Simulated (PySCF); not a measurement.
AlP: frontier orbitals

LC-ωPBE at R = 2.438 Å; PySCF, no relativity, basis sets Al def2-SVPD, P def2-SVPD. State: ³Σ⁻ (triplet), unpaired electrons π ↑↑. Only the outer orbitals are listed, counted within each symmetry.

```csv
spin,orbital,occ.,ε (eV),on Al (%),main shells (%)
α,7σ,1,-19.93,7,91 P s
α,8σ,1,-12.10,58,"58 Al s, 33 P p"
α,3π,1,-9.95,9,91 P p
α,3π,1,-9.95,9,91 P p
α,9σ,1,-8.12,58,"41 P p, 29 Al s, 27 Al p"
α,4π,0,0.21,90,88 Al p
α,4π,0,0.21,90,88 Al p
α,10σ,0,1.70,105,104 Al s
β,7σ,1,-17.32,13,"85 P s, 8 Al s"
β,8σ,1,-11.61,61,"61 Al s, 28 P p, 10 P s"
β,9σ,1,-7.89,56,"42 P p, 33 Al p, 22 Al s"
β,3π,0,-1.07,53,"48 Al p, 47 P p"
β,3π,0,-1.07,53,"48 Al p, 47 P p"
β,4π,0,1.08,64,"48 Al p, 33 P p, 16 Al d"
```

Problem. Which are the highest filled and the lowest empty level, where do they sit, and how wide is the gap?

Solution. Highest filled β 9σ at -7.89 eV (in %: 42 P p, 33 Al p, 22 Al s); lowest empty β 3π at -1.07 eV (in %: 48 Al p, 47 P p); the gap at LC-ωPBE is 6.82 eV.

The bond order (Mayer) is 1.10, the ⟨S²⟩ is 2.009 and the charge on Al (Mulliken, basis-dependent) is 0.29. The charge on Al (Löwdin, basis-dependent) is 0.05. The dipole moment (positive dipole means Al(−)P(+)) is -0.92 D.

Shares are Mulliken populations and can fall outside 0 to 100 %.

The state was picked by a PBE0 search and need not be the measured ground state.
